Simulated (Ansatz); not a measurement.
# C2H7NS: the cost of one run

Program: Ansatz 0.2.0, Gaussian basis. Level of theory: the settings change from run to run. These are calculated values, not measurements.

## Step 1: The relaxed structure

The geometry comes from an earlier relaxation with PBE0-D4 in a triple-zeta def2 set; it is a stationary point, not always the lowest conformer.

SMILES `CNCS`, 11 atoms, charge 0, spin multiplicity 1.

Atoms are counted from 1 here; the program's logs count them from 0.

Bond lengths: C1–N2 1.446 Å, C1–H5 1.091 Å, C1–H6 1.103 Å, C1–H7 1.093 Å, N2–C3 1.436 Å, N2–H8 1.012 Å, C3–S4 1.819 Å, C3–H9 1.093 Å, C3–H10 1.101 Å, S4–H11 1.341 Å. Angles: N2–C1–H5 109.5°, N2–C1–H6 114.1°, N2–C1–H7 109.5°, H5–C1–H6 108.3°, H5–C1–H7 107.6°, H6–C1–H7 107.7°, C1–N2–C3 113.1°, C1–N2–H8 111.3°, C3–N2–H8 109.7°, N2–C3–S4 108.1°, N2–C3–H9 108.4°, N2–C3–H10 114.7°, S4–C3–H9 109.5°, S4–C3–H10 108.3°, H9–C3–H10 107.8°, C3–S4–H11 96.6°.

## Step 2: r2SCAN50/6-31++G**

Set apart from the defaults: multiplicity 3.

Contents of in.yaml:

```yaml
crystal:
  periodic: [false, false, false]
  atoms:
    - {symbol: C, position_ang: [-0.597197, 1.453274, 0.100683]}
    - {symbol: N, position_ang: [-0.449431, 0.091561, 0.564961]}
    - {symbol: C, position_ang: [0.590636, -0.626794, -0.117193]}
    - {symbol: S, position_ang: [0.750667, -2.262816, 0.661067]}
    - {symbol: H, position_ang: [-1.426107, 1.929227, 0.626954]}
    - {symbol: H, position_ang: [-0.779164, 1.541595, -0.983105]}
    - {symbol: H, position_ang: [0.309560, 2.018914, 0.331861]}
    - {symbol: H, position_ang: [-1.320851, -0.418090, 0.490913]}
    - {symbol: H, position_ang: [1.525865, -0.073435, -0.000546]}
    - {symbol: H, position_ang: [0.417519, -0.772754, -1.194528]}
    - {symbol: H, position_ang: [1.044002, -2.937783, -0.460366]}
basis:
  gaussian: {orbitals: "6-31++G**"}
magnetization: {spin_polarized: true, initial_magnetization: 2}
hamiltonian: {xc: {name: r2SCAN50}}
output: {forces: true}
```

Launch:

```console
ansatz run in.yaml --threads 2 --pin off --events-out ev --progress --plain --max-ram 4352MiB
```

Q: Estimate wall time and peak memory on 2 threads of AMD EPYC 7B13, shared host.

About 11 s, with a peak of 0.39 GiB.
